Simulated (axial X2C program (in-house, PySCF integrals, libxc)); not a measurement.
Ionising AlF

Computed with an in-house all-electron X2C program for linear molecules (integrals from PySCF), spin-free (one-electron X2C) or two-component (2c: spin–orbit coupling with atomic mean-field Coulomb and Gaunt terms, which also bring small scalar terms), in Dyall basis sets with cores contracted in-house; open shells are unrestricted.

Basis sets: Al dyall-v3z, F dyall-av3z. Frozen shells (counts by l): AlF Al 2s1p, F 1s, 10 electrons correlated; AlF⁺ Al 2s1p, F 1s, 9 electrons correlated. Where the outer core of a metal is frozen, bonds come out longer and ionisation energies lower.

| Hamiltonian | level | AlF state | Re (Å) | ωe (cm⁻¹) | De (eV) |
| --- | --- | --- | --- | --- | --- |
| spin-free | HF | M_S = 0, Λ = 0 | 1.650 | 825.7 | 5.10 |
| spin-free | PBE0 | M_S = 0, Λ = 0 | 1.675 | 774.4 | 6.70 |
| spin-free | MP2 | M_S = 0, Λ = 0 | 1.682 | 770.6 | 7.21 |

Adiabatic ionisation energy (minimum to minimum, no zero-point term) and constants of AlF⁺:

```tsv
Hamiltonian	level	AlF⁺ state	IE (eV)	Re (Å)	ωe (cm⁻¹)	De (eV)	fragments
spin-free	HF	M_S = 1/2, Λ = 0	8.55	1.584	1005.8	2.14	Al+ + F
spin-free	PBE0	M_S = 1/2, Λ = 0	9.58	1.610	927.3	3.21	Al+ + F
spin-free	MP2	M_S = 1/2, Λ = 0	9.37	1.616	934.3	3.66	Al+ + F
```

(1) Add the zero-point terms to the ionisation energy at MP2, spin-free, and say whether the electron removed was bonding.

(2) Close the cycle De(AlF⁺) + IE(AlF) = De(AlF) + IE(Al) to find the atomic ionisation energy at MP2, spin-free.

Each entry is the lowest single determinant of a limited PBE0 search at one distance. De goes to single-determinant-based atoms at the same level (for ions the charge split of lowest energy) and is withheld (n/a) where an atom does not fit its ground term or J level. Main or longest-lived isotopes.

Answers

(1) IE0 = IE + (ωe⁺ − ωe)/2 = 9.37 + (0.010) = 9.38 eV. Re changes by -0.066 Å, so the bond shortens, as on loss of an antibonding or a polarising non-bonding electron.

(2) IE(Al) = 3.66 + 9.37 − 7.21 = 5.82 eV, for the determinants used.
